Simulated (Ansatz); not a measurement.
Saddle point of CH$_{5}$AlS, closed shell (CH₅AlS ([CH3][AlH][SH]) → AlHS ([AlH][S]) + CH₄; bonds formed: C2–H4; bonds broken: Al1–C2, S3–H4), PBE0-D4/def2-TZVP structure:

```
8
angstrom
Al -1.2304 0.2255 0.1960
C 0.8588 -0.0718 0.1161
S -1.6335 -0.3765 -1.7416
H -0.0365 -0.3144 -0.9449
H -1.6605 0.7591 1.6123
H 1.5947 -0.4178 -0.6158
H 1.1639 0.9411 0.4015
H 0.9436 -0.7452 0.9764
```

Energies are electronic, without zero-point energy. Barriers and step energies count from the start structure reached by relaxing down the imaginary mode; all methods use the PBE0-D4 structures, on which another method's saddle can fall below an end. Computed with Ansatz 0.2.0 (basis: def2-TZVPP, with def2-QZVPP for the basis limit); correlated methods freeze the cores. B3LYP uses VWN-RPA correlation. Extrapolation: Hartree–Fock as exp(−7.88 √X), correlation as X^−2.97.

```json
{"method": "SPW92", "barrier (eV)": "1.466", "step energy (eV)": "0.973"}
{"method": "PBE-D4", "barrier (eV)": "1.651", "step energy (eV)": "0.825"}
{"method": "BLYP-D4", "barrier (eV)": "?", "step energy (eV)": "0.726"}
{"method": "r2SCAN-D4", "barrier (eV)": "1.756", "step energy (eV)": "0.904"}
{"method": "B97M-V", "barrier (eV)": "1.896", "step energy (eV)": "0.853"}
{"method": "PBE0-D4", "barrier (eV)": "1.840", "step energy (eV)": "0.937"}
{"method": "B3LYP-D4", "barrier (eV)": "1.958", "step energy (eV)": "0.834"}
{"method": "r2SCAN0-D4", "barrier (eV)": "1.895", "step energy (eV)": "0.969"}
{"method": "BHLYP-D4", "barrier (eV)": "?", "step energy (eV)": "0.944"}
{"method": "CAM-B3LYP-D4", "barrier (eV)": "2.074", "step energy (eV)": "0.959"}
{"method": "wB97X-V", "barrier (eV)": "?", "step energy (eV)": "1.027"}
{"method": "wB97M-V", "barrier (eV)": "2.030", "step energy (eV)": "0.945"}
{"method": "B2PLYP", "barrier (eV)": "1.997", "step energy (eV)": "0.852"}
{"method": "PBE-QIDH", "barrier (eV)": "1.972", "step energy (eV)": "0.982"}
{"method": "RPA on PBE", "barrier (eV)": "2.069", "step energy (eV)": "0.865"}
{"method": "HF", "barrier (eV)": "2.627", "step energy (eV)": "0.957"}
{"method": "MP2", "barrier (eV)": "1.962", "step energy (eV)": "0.894"}
{"method": "CCSD", "barrier (eV)": "2.190", "step energy (eV)": "0.950"}
{"method": "CCSD(T)", "barrier (eV)": "2.063", "step energy (eV)": "0.903"}
```

Question: Fill in the withheld barriers. (An estimate is asked for; the value comes from the calculation.)

Answer: By the calculation: BLYP-D4 1.816; wB97X-V 2.095; BHLYP-D4 2.189 eV. Each is the energy of the saddle less that of the start structure, by the same method.

For comparison, the barrier by CCSD(T) at an estimated basis limit (MP2 extrapolated from triple and quadruple zeta, plus CCSD(T) − MP2 in triple zeta) is 2.003 eV.

T1 diagnostic: at most 0.019.

Labels in which every atom is bracketed show which atoms are joined, not bond orders.

For scale, one of the runs: CCSD(T)/def2-TZVPP, 185 basis functions, launched by `ansatz run in.yaml --threads 2 --pin off --events-out ev --progress --plain --max-ram 4352MiB`. The run took 36 s on 2 CPU threads of an Arm Neoverse V2 (shared host), with 1.7 GiB of host memory at its peak.
